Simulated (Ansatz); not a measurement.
System: fcc Ca. Method: r²SCAN+rVV10 (PAW; Ansatz, a first-principles code).

Excerpt of the program's output:

```
Crystal: 1 atoms, lattice volume = 45.215 Å³
Basis set: ecut = 560 eV, 1363 PW (Γ), exchange–correlation on 96×96×96 points (27 copies of the dense FFT grid, shifted against one another)
Bands: 9, of which v1, the nominal top of the filled ones, is band 5 counted from 1 (4 counted from 0)
Symmetry: 48 space group operations
Space group: Fm-3m (ITA 225), of the structure as read, at distance tolerance 3.6e-5 Å
k-points: 195 of 5832
Functional: x = r2scan, c = r2scan + rvv10(b = 11.95, C = 0.0093); τ floored in thin density (d = 2e-4 eV/Å³)
SCF iter   1: F=—  HF=-1820.923077 eV  |F-HF|=—  |Δ(HF+E_count)|=         —  Δρ=4.66e-3  dr2=1.11e-2  dr2_τ=1.04e-3
SCF iter   2: F=—  HF=-1820.936407 eV  |F-HF|=—  |Δ(HF+E_count)|=   1.33e-2  Δρ=2.45e-3  dr2=3.89e-3  dr2_τ=6.24e-5
  ...
SCF iter   6: F=—  HF=-1820.935539 eV  |F-HF|=—  |Δ(HF+E_count)|=   2.14e-7  Δρ=2.52e-6  dr2=2.91e-9  dr2_τ=2.07e-10
SCF iter   7: F=-1820.935539 eV  HF=-1820.935539 eV  |F-HF|=4.66e-11  |Δ(HF+E_count)|=  1.61e-10  Δρ=2.51e-7  dr2=1.54e-11  dr2_τ=3.13e-12
SCF 1 converged in 7 iterations: F = -1820.935539 eV  dr2 = 1.54e-11
SCF converged after 7 iterations
Free energy (F): -1820.935539 eV
Internal energy: -1820.925642 eV  (E = F + TS)
E sigma→0 (E₀):  -1820.930591 eV
Fermi energy:    4.488977 eV
--- Stress (GPa, compression-positive) ---
       -0.962672      -0.000000       0.000000
       -0.000000      -0.962672       0.000000
        0.000000       0.000000      -0.962672
  P = ⅓ Tr σ = -0.9627 GPa (-9.627 kbar)
```

Q: Write an input file that could have produced this run (the log leaves some choices open).

A: Several could match; the one computed here: 
Ansatz 0.2 input:
```yaml
crystal:
  lattice:
    - [0.0, 2.8276046938, 2.8276046938]
    - [2.8276046938, 0.0, 2.8276046938]
    - [2.8276046938, 2.8276046938, 0.0]
  atoms:
    - { symbol: Ca, position: [0.0, 0.0, 0.0] }
basis:
  ecutwfc: 560
  ecutrho_ratio: 4
  xc_grid: 3
kpoints:
  mp_grid: { grid: [18, 18, 18] }
hamiltonian:
  xc: r2scan
  dispersion: rvv10
  pseudopotentials: { kind: paw }
scf:
  occupations: { method: fermi_dirac, width: 0.05 }
  convergence: { dr2_threshold: 0.0000000001 }
output:
  forces: false
  stress: true
  eigenvalues: true
```

The cell is one volume of an energy–volume scan, off the minimum.

The PAW data were made under PBE.

Computing time: about 14 core-seconds (a rough figure).
